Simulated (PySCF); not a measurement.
## Ionisation energy of He by level of theory

He 1s2 (1S) → He⁺ 1s1 (2S), as a difference of total energies. All numbers are calculated (PySCF 2.14, no relativity, point nucleus, in dyall-acv3z (10s3p2d, 29 functions)). Correlated levels: valence: nothing frozen; virtual orbitals above 40 to 60 times the deepest correlated orbital energy dropped. The calculations carry no spin-orbit coupling.

```tsv
method	ionisation energy (eV)	error (eV)
UHF	23.448	-1.139
MP2 (valence)	24.377	-0.210
SCS-MP2 (valence)	24.562	-0.025
CCSD (valence)	24.534	-0.053
```

Reference: 24.587 eV (measured; NIST Atomic Spectra Database, ionization energies).

Errors of the correlated levels include the incompleteness of this basis.

With two correlated electrons CCSD is exact in that space.
